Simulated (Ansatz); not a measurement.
```yaml
crystal:
  periodic: [false, false, false]
  atoms:
    - {symbol: C, position_ang: [-2.130893, 1.255110, 0.291328]}
    - {symbol: C, position_ang: [-0.715835, 1.697887, 0.218265]}
    - {symbol: O, position_ang: [0.535580, 0.832152, 0.183625]}
    - {symbol: C, position_ang: [0.357942, -0.692148, -0.042386]}
    - {symbol: C, position_ang: [1.856038, -1.366889, -0.387326]}
    - {symbol: F, position_ang: [-0.209561, -1.345570, 1.241095]}
    - {symbol: H, position_ang: [-3.000025, 2.098095, 0.279390]}
    - {symbol: H, position_ang: [-2.464035, 0.095402, 0.393657]}
    - {symbol: H, position_ang: [-0.404747, 2.870491, 0.175386]}
    - {symbol: H, position_ang: [-0.475991, -0.885750, -0.923908]}
    - {symbol: H, position_ang: [1.743098, -2.575119, -0.520674]}
    - {symbol: H, position_ang: [2.300770, -0.889886, -1.419946]}
    - {symbol: H, position_ang: [2.630504, -1.132751, 0.527958]}
basis:
  gaussian: {orbitals: def2-TZVP, fitting: {mean_field: def2-universal-jkfit}}
hamiltonian: {xc: {name: B97M-V}}
multiplicity: 3
output: {forces: true}
```

```sh
$ ansatz run in.yaml --threads 4 --pin off --events-out ev --progress --plain --max-ram 10444MiB
```

(1) How does Ansatz answer? (Estimate.)

Results:

(1) Computed: The program refused the input.
```
Error: YAML parse error: error: line 20 column 1: unknown field `multiplicity`, expected one of crystal, accuracy, basis, kpoints, hamiltonian, magnetization, projection, total_charge, correlation, batch, efield, external_charges, scf, relax, neb, saddle, md, ramp, phonons, dielectric, real_time, elastic, magnetic_configurations, gw, evaluate, workflow, output, checkpoint, execution
18 |   gaussian: {orbitals: def2-TZVP, fitting: {mean_field: def2-univ…
19 | hamiltonian: {xc: {name: B97M-V}}
20 | multiplicity: 3
21 | output: {forces: true}
```
